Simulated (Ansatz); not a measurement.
What does this script print? It uses the Python package of Ansatz (0.2.0).

`ch2s2.xyz`
```text
5

S    -1.40260    0.41720    0.80190
C    -0.36990   -0.45040   -0.09680
S     1.23030    0.11420   -0.44010
H    -0.54820   -1.42490   -0.51500
H     1.14030    1.27040    0.20860
```

`freq_ch2s2.py`:
```python
'''Vibrations of CH2S2.'''

import ansatz
import numpy as np


def main() -> None:
    mol = ansatz.Crystal.molecule_from_extxyz('ch2s2.xyz')

    model = (
        mol.calculation()
        .basis(gaussian='def2-SVP')  # the orbital basis, by name
        .functional('hf')
    )
    symbols = [site.symbol for site in mol.cartesian_sites]
    start = np.array([site.position_ang for site in mol.cartesian_sites], dtype=float)
    rep = model.relax(force_tolerance=0.003).run().report
    end = np.array(rep['positions_ang'])

    print('final positions (A) and the move of each atom')
    for symbol, xyz, old in zip(symbols, end, start):
        print(f'{symbol:2s} {xyz[0]:10.5f} {xyz[1]:10.5f} {xyz[2]:10.5f}   {np.linalg.norm(xyz - old):7.4f}')

    # same settings at the minimum
    minimum = ansatz.Crystal.molecule()
    for symbol, place in zip(symbols, end):
        minimum = minimum.atom(symbol, place.tolist())
    vibrating = minimum.calculation().basis(gaussian='def2-SVP').functional('hf').phonons(temperatures=(100, 500, 100))
    vib = vibrating.run().report['vibrations']
    sums = vib['harmonic_sums']
    modes = [m['omega_inv_cm'] for m in sums['modes_at_gamma'] if m['rigid_motion'] == 'no']
    for number, w in enumerate(modes, start=1):
        print(f'mode {number:2d} {w:9.1f} 1/cm {w / 8065.544 * 1000:8.2f} meV')
    print('imaginary modes:', sum(w < 0 for w in modes), ' zero-point energy:', round(sums['zero_point_energy_ev'], 4), 'eV')
    print('T (K)   F_vib (eV)   S_vib (meV/K)   C_vib (meV/K)')
    for row in zip(sums['temperatures_k'], sums['vibrational_free_energy_ev'], vib['entropy_ev_per_k'], vib['heat_capacity_ev_per_k']):
        print(f'{row[0]:6.1f} {row[1]:11.4f} {1000 * row[2]:13.4f} {1000 * row[3]:15.4f}')

    # all hydrogen replaced by deuterium
    heavier = vibrating.phonons(masses={'H': 2.014102}).run().report['vibrations']['harmonic_sums']
    print('deuterated (1/cm):', ' '.join(f'{m["omega_inv_cm"]:.0f}' for m in heavier['modes_at_gamma'] if m['rigid_motion'] == 'no'))
    print('zero-point energy falls by', round(sums['zero_point_energy_ev'] - heavier['zero_point_energy_ev'], 4), 'eV')


if __name__ == '__main__':
    main()
```

Running `python freq_ch2s2.py` prints:
```text
final positions (A) and the move of each atom
S    -1.48631    0.34830    0.79612    0.1086
C    -0.36318   -0.41192   -0.06501    0.0504
S     1.24735    0.10347   -0.45274    0.0238
H    -0.55655   -1.39047   -0.50213    0.0377
H     1.20858    1.27711    0.18237    0.0735
mode  1     355.3 1/cm    44.05 meV
mode  2     456.8 1/cm    56.64 meV
mode  3     747.6 1/cm    92.69 meV
mode  4     944.7 1/cm   117.13 meV
mode  5    1041.3 1/cm   129.11 meV
mode  6    1162.6 1/cm   144.15 meV
mode  7    1445.3 1/cm   179.20 meV
mode  8    2870.6 1/cm   355.91 meV
mode  9    3298.7 1/cm   408.99 meV
imaginary modes: 0  zero-point energy: 0.7639 eV
T (K)   F_vib (eV)   S_vib (meV/K)   C_vib (meV/K)
 100.0      0.7639        0.0041          0.0192
 200.0      0.7618        0.0437          0.1094
 300.0      0.7544        0.1067          0.2077
 400.0      0.7401        0.1789          0.2959
 500.0      0.7185        0.2529          0.3669
deuterated (1/cm): 335 351 682 761 834 944 1278 2061 2432
zero-point energy falls by 0.164 eV
```

The frequencies are harmonic and unscaled, in a modest basis. The result belongs to the one conformer reached from this start, and soft torsions count as harmonic oscillators. Hardware and time: 32 s on 1 thread of Arm Neoverse V1, with other jobs on the host, peak memory 0.18 GiB.

(A comment or docstring line of the script was reworded after the run, the code is as it ran; lines on the test bed's own set-up are left out of the output.)
